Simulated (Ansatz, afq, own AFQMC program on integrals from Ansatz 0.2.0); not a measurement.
AFQMC on a folder of integrals that Ansatz 0.2.0 wrote.

```yaml
crystal:
  periodic: [false, false, false]
  atoms:
    - {symbol: Zn, position_ang: [0.000000, 0.000000, 0.000000]}
basis:
  gaussian: {orbitals: def2-SVP}
magnetization: {spin_polarized: false}
correlation: {method: ccsd_t, electrons: outside_noble_gas, hamiltonian_folder: ham}
```

```sh
$ ansatz run in.yaml --threads 1 --pin off --events-out ev --progress --plain --max-ram 24576MiB --backend cuda --devices 0, --max-vram 18GiB
```

afq runs on the folder ham with

```
--method phaseless --trial hf --walkers 4000 --populations 20 --least-time 40 --time-step 0.005 --steps-per-block 20 --equilibration-blocks 160 --max-blocks 4000 --target-error 0.00063 --factor-cut 1e-05 --seed 2401 --taylor-order 6
```

Times are imaginary, in 1/Eh. The walk had a cap of 49 s. With eight or more populations the least sampling time is a fifth of least-time, and the error comes from their spread.

afq prints:

```
orbitals 22  electrons 6 6  factors 173 of 237
reference energy -1777.56148093 Eh
CCSD correlation -0.27620842 Eh in 8 cycles, weight of the determinant in the CISD state 0.9196
energy of the start -1777.561481 Eh
 block  time / (1/Eh)  mean weight  energy / Eh
     1     0.100  1.0027  -1777.707951
     2     0.200  1.0032  -1777.758859
     3     0.300  1.0024  -1777.782589
     4     0.400  1.0027  -1777.800258
     5     0.500  1.0014  -1777.807612
     8     0.800  1.0008  -1777.824881
    12     1.200  0.9997  -1777.827873
    45     4.500  0.9999  -1777.851478
    78     7.800  1.0004  -1777.851414
   111    11.100  0.9999  -1777.851492
   144    14.400  1.0005  -1777.847634
   177    17.700  0.9993  -1777.846180
   210    21.000  1.0002  -1777.839314
   243    24.300  1.0003  -1777.844964
   276    27.600  0.9997  -1777.845765
   309    30.900  1.0001  -1777.840263
   342    34.200  1.0002  -1777.841178
   375    37.500  1.0000  -1777.855004
   408    40.800  1.0003  -1777.846934
   441    44.100  1.0001  -1777.847699
error from the spread of 20 populations
energy -1777.845527 +/- 0.000587 Eh
(rows thinned)
```

The run passed its tests (sampling time, drift between the halves within three errors, error under three times the target), which doesn't prove that it has relaxed.

Against this walk (error 16.0 meV) on the same determinant: CCSD(T) 0.9 meV higher (within the noise), CCSDT(Q) 44.6 meV higher, CCSDTQ 34.0 meV higher, a separate phaseless walk with a CISD trial and standard settings 37.2 ± 16.3 meV higher. The error is statistical and leaves out the bias of the constraint.

Cautions: constraint bias not in the error; no relativity below Rb; outer-core shells of the metal frozen.

The walk took 26 s on 1 × NVIDIA H100 80GB HBM3 with 2 threads of AMD EPYC 7R13 Processor (Zen 3), with other jobs on the host (the card was shared). The log's last line is the phaseless energy.

CCSDT and higher add their correlation energy to the determinant of the CCSD(T) run, since their own runs factorise the integrals more tightly (a shift of under 2 meV). A walk keeps the symmetry of its determinant, which the program's search chose and which needn't be the lowest solution, so a lower state of the same spin and another symmetry isn't excluded.
